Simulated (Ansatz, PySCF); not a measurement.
Bond stretch in LiF, singlet.

- UHF/cc-pVDZ (Ansatz, a first-principles code)
- RMP2 = MP2 on RHF/cc-pVDZ, frozen core (Ansatz)
- RKS-BP86/6-31G* = PySCF 2.14.0 with restricted BP86/6-31G*, spherical d
- FCI = full CI/cc-pVDZ, frozen core (Ansatz)

Energies relative to the lowest point of each curve near equilibrium, in kJ/mol:

| R / Å | UHF | RMP2 | RKS-BP86/6-31G* |
|---|---|---|---|
| 1.25 | 186.8 | 196.0 | 168.6 |
| 1.55 | 0.7 | 1.6 | 0.2 |
| 1.56 | 0.2 | 0.9 | 0.0 |
| 1.80 | 30.5 | 26.2 | 32.1 |
| 2.34 | 180.0 | 172.4 | 171.7 |
| 2.79 | 296.5 | 293.2 | 277.7 |
| 3.17 | 354.7 | 381.6 | 347.6 |
| 3.45 | 358.0 | 437.4 | 387.1 |
| 3.85 | 360.1 | 502.9 | 428.4 |
| 4.23 | 361.0 | 550.9 | 455.1 |
| 4.69 | 361.4 | 594.1 | 477.3 |
| 5.40 | 361.6 | 638.5 | 499.5 |

What does FCI give at the same points?

1.25: 195.6; 1.55: 1.6; 1.56: 0.9; 1.80: 26.2; 2.34: 171.0; 2.79: 289.2; 3.17: 373.7; 3.45: 424.6; 3.85: 476.1; 4.23: 500.2; 4.69: 510.1; 5.40: 513.8 (kJ/mol).

The scan ran from 1.25 to 6.25 Å; beyond the distances shown full CI changes its symmetry label. The unrestricted determinant behind UHF is spin-contaminated at 3.17 to 5.40 Å (<S²> up to 1.0, against 0.00 for a pure singlet). The restricted form behind RMP2, RKS-BP86/6-31G* keeps the bonding electrons paired and can't separate into open-shell fragments. The T1 diagnostic of CCSD on the restricted reference of RMP2 exceeds 0.045 at 3.17 to 5.40 Å.
